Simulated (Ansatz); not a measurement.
Geometry optimisation, RKS LDA/def2-mTZVP (Ansatz).

input.yaml

```yaml
crystal:
  periodic: [false, false, false]
  atoms:
    - { symbol: Al, position_ang: [0.08261, 0.490113, -0.493286] }
    - { symbol: O, position_ang: [-0.013522, 0.111361, 2.441452] }
    - { symbol: H, position_ang: [-0.940031, -0.178962, 2.57682] }
    - { symbol: H, position_ang: [1.364173, -0.225331, -1.095137] }
    - { symbol: Cl, position_ang: [-1.827561, -0.182084, -1.060572] }
    - { symbol: H, position_ang: [0.09193, 1.799124, 0.380225] }
    - { symbol: H, position_ang: [-0.099299, 1.03308, 2.071398] }
basis:
  gaussian: { orbitals: def2-mTZVP }
hamiltonian:
  xc: lda
relax:
  f_tol: 0.03
  max_steps: 50
```

Run as:

```bash
$ ansatz run input.yaml --threads 2 --pin off --max-ram 3072MiB --backend cpu --events-out ev --progress --plain --runs-dir out
```

Q: Where does it end, and by what steps?

A: It converged. The force dipped under the threshold on the way, but the program's further checks kept it going. After 11 steps the energy has fallen by 0.911 eV; H3 moved furthest, 0.78 Å. Joined: Al1–O2 (2.96 → 1.98 Å).

| step | energy less start (eV) | largest force component (eV/Å) | accepted |
| --- | --- | --- | --- |
| 0 | 0.0000 | 0.783 | yes |
| 1 | -0.1470 | 1.274 | yes |
| 2 | -0.3835 | 1.737 | yes |
| 3 | -0.6875 | 0.471 | yes |
| 4 | -0.7917 | 0.607 | yes |
| 5 | -0.8486 | 0.461 | yes |
| 6 | -0.8761 | 0.808 | yes |
| 7 | -0.9016 | 0.278 | yes |
| 8 | -0.9084 | 0.060 | yes |
| 9 | -0.9099 | 0.025 | yes |
| 10 | -0.9104 | 0.062 | yes |
| 11 | -0.9106 | 0.030 | yes |

```xyz
7
Properties=species:S:1:pos:R:3
Al 0.131 0.561 -0.098
O -0.045 0.113 1.819
H -0.946 -0.309 1.803
H 1.317 -0.332 -0.663
Cl -1.847 -0.270 -0.417
H 0.181 2.155 0.018
H -0.132 0.929 2.358
```

The run took 11 s on 2 threads of Arm Neoverse V1 (shared host), peak memory 0.14 GiB.
